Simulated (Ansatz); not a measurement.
# SiC, triplet: vertical spin and charge gaps

Geometry (PBE0/def2-TZVP stationary point for this spin):

```xyz
2

Si    0.0000    0.0000    0.0000
C     0.0000    0.0000    1.7100
```

Basis cc-pVDZ; Ansatz 0.2.0. Only valence electrons are correlated (noble-gas cores frozen). R marks a restricted (for open shells ROHF) determinant, U an unrestricted one. Active spaces: valence = (8e, 8o) chosen from the atoms' valence shells.

Gaps are energies of the second state less the first, at fixed atoms, for a selection of the levels run; each method lands on the state that its own search finds for that charge and spin.

Unrestricted rows (U, and Kohn–Sham where it breaks symmetry) aren't spin-pure: their determinants' ⟨S²⟩ exceeds S(S+1) by up to 0.51, so they mix in states of higher spin, at the starting point too. HF rows: RHF is the determinant under the cluster runs, UHF is the lowest solution found. Coupled cluster chose its determinant by a search with trial CCSD, here up to 0.94 eV above the lowest Hartree–Fock solution of its kind, and MP2 stands on that determinant too. For open shells CISD and CISDTQ are restricted-active-space CI with the open shells as a complete middle space. A value is left out where its run failed or describes another state than the reference as far as symmetry and spin tell, or, spin-broken singlets apart, can't be checked. So is one whose determinant fills its π shells in a way that full CI's occupations don't show.

Removing an electron, to the doublet: 9.979 eV at full CI (triplet B2, doublet ion B2, in C2v).

Large singles or doubles amplitudes warn of static correlation in the SiC⁺ doublet.

| level | gap (eV) | error (meV) |
| --- | --- | --- |
| RCCSD | 10.142 | 163 |
| RCCSD(T) | 9.990 | 11 |
| BCCD(T)* | 10.029 | 50 |
| RCCSDT | 10.005 | 26 |
| RCCSDT(Q) | 9.976 | -3 |
| RCCSDTQ | 9.982 | 3 |
| CASSCF (valence space) | 9.146 | -833 |
| NEVPT2 (valence space) | 9.793 | -186 |
| MRCISD (valence space) | 9.909 | -70 |
| MRCISD+Q (valence space) | 9.996 | 17 |

An asterisk marks runs whose energy the program itself flagged as in doubt.

Singlet less triplet: 0.634 eV at full CI (triplet B2, singlet A1, in C2v).

By full CI's occupations no single determinant describes the singlet well.

| level | gap (eV) | error (meV) |
| --- | --- | --- |
| RCCSD | 0.984 | 350 |
| RCCSD(T) | 0.654 | 20 |
| BCCD(T)* | 0.657 | 23 |
| RCCSDT | 0.699 | 65 |
| RCCSDT(Q) | 0.606 | -28 |
| RCCSDTQ | 0.645 | 11 |
| CASSCF (valence space) | 0.439 | -195 |
| NEVPT2 (valence space) | 0.599 | -35 |
| MRCISD (valence space) | 0.633 | -1 |
| MRCISD+Q (valence space) | 0.661 | 27 |

Removing an electron, to the quartet: 8.772 eV at full CI (triplet B2, quartet ion A2, in C2v).

| level | gap (eV) | error (meV) | ⟨S²⟩ where 0.1 over S(S+1) (first / second) |
| --- | --- | --- | --- |
| RHF | 7.173 | -1599 | – / – |
| UHF | 7.703 | -1069 | 2.51 / – |
| RMP2 | 8.665 | -107 | – / – |
| UMP2 | 8.301 | -471 | 2.51 / – |
| CISD | 8.379 | -393 | – / – |
| RCCSD | 8.610 | -162 | – / – |
| UCCSD | 8.612 | -160 | 2.51 / – |
| RCCSD(T) | 8.747 | -25 | – / – |
| UCCSD(T) | 8.714 | -58 | 2.51 / – |
| BCCD(T) | 8.741 | -31 | – / – |
| RCCSDT | 8.750 | -22 | – / – |
| UCCSDT | 8.751 | -21 | 2.51 / – |
| RCCSDT(Q) | 8.770 | -2 | – / – |
| UCCSDT(Q) | 8.770 | -2 | 2.51 / – |
| RCCSDTQ | 8.769 | -3 | – / – |
| UCCSDTQ | 8.769 | -3 | 2.51 / – |
| CASSCF (valence space) | 8.044 | -728 | – / – |
| NEVPT2 (valence space) | 8.609 | -163 | – / – |
| MRCISD (valence space) | 8.702 | -70 | – / – |
| MRCISD+Q (valence space) | 8.780 | 8 | – / – |
| PBE | 9.110 | 338 | – / – |
| r2SCAN | 9.052 | 280 | – / – |
| PBE0 | 8.971 | 199 | – / – |
| wB97M-V | 8.750 | -22 | – / – |
| B2PLYP | 8.866 | 94 | 2.15 / – |
| RPA-PBE | 8.968 | 196 | – / – |

Quintet less triplet: 2.449 eV at full CI (triplet B2, quintet B2, in C2v).

```
                   level  gap (eV)  error (meV)  ⟨S²⟩ where 0.1 over S(S+1) (first / second)
                     RHF     1.071        -1378                                        – / –
                     UHF     1.504         -945                                     2.51 / –
                    RMP2     2.330         -119                                        – / –
                    UMP2     1.989         -460                                     2.51 / –
                    CISD     2.050         -399                                        – / –
                   RCCSD     2.267         -182                                        – / –
                   UCCSD     2.269         -180                                     2.51 / –
                RCCSD(T)     2.415          -34                                        – / –
                UCCSD(T)     2.383          -66                                     2.51 / –
                 BCCD(T)     2.409          -40                                        – / –
                  RCCSDT     2.425          -24                                        – / –
                  UCCSDT     2.426          -23                                     2.51 / –
                  CISDTQ     2.424          -25                                        – / –
               RCCSDT(Q)     2.446           -3                                        – / –
               UCCSDT(Q)     2.446           -3                                     2.51 / –
                 RCCSDTQ     2.445           -4                                        – / –
                 UCCSDTQ     2.444           -5                                     2.51 / –
  CASSCF (valence space)     2.554          105                                        – / –
  NEVPT2 (valence space)     2.495           46                                        – / –
  MRCISD (valence space)     2.475           26                                        – / –
MRCISD+Q (valence space)     2.457            8                                        – / –
                     PBE     2.557          108                                        – / –
                  r2SCAN     2.380          -69                                        – / –
                    PBE0     2.325         -124                                        – / –
                 wB97M-V     2.484           35                                        – / –
                  B2PLYP     2.461           12                                     2.15 / –
                 RPA-PBE     2.513           64                                        – / –
```

In so small a basis the reference is far from its limit while semilocal and hybrid functionals are nearer theirs (RPA and double hybrids share part of the reference's basis error), so the functionals' errors here hold much of the reference's basis and frozen-core error, which can add to them or hide them.

Full CI is exact within this basis and frozen core; it isn't the basis-set limit. The frozen core follows each run's orbitals, which can shift R against U totals by a few meV.
